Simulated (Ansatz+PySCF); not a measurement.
The numbers below are computed, except where a source is named.
## Several solutions for singlet SO₂

```xyz
3

S     0.0000    0.0000   -0.3713
O     0.0000    1.2504    0.3713
O     0.0000   -1.2504    0.3713
```

Basis set: def2-SVP (spherical functions). Charge 0, multiplicity 1.

UHF was run from several starts with Ansatz (development build ahead of 0.2.0) and PySCF 2.14.0.

```csv
run,program,start,converged,energy (hartree),<S²>
A,PySCF,program defaults,yes,-546.92232,0.00
B,Ansatz,search for the lowest state,yes,-546.92478,0.33
C,PySCF,"guess minao, instabilities followed",yes,-546.92232,0.00
D,PySCF,"guess 1e, instabilities followed",yes,-546.92479,0.33
E,Ansatz,"atomic start, no search",yes,-546.92232,0.00
F,PySCF,"guess huckel, instabilities followed",yes,-546.92479,0.33
G,PySCF,"guess atom, instabilities followed",yes,-546.92479,0.33
H,Ansatz,stability test followed,yes,-546.92478,0.33
```

(1) Which runs reached the lowest solution of this kind, and what is wrong with the others?

Answers

(1) B, D, F, G, H reached the lowest solution found. Converged but too high: A by 0.07 eV, C by 0.07 eV, E by 0.07 eV. Convergence only shows a stationary point, and even a stable one can lie too high; stability tests and further starts are what find lower ones. Caution: the unrestricted determinant is spin contaminated. Caution: the determinant breaks the point group.
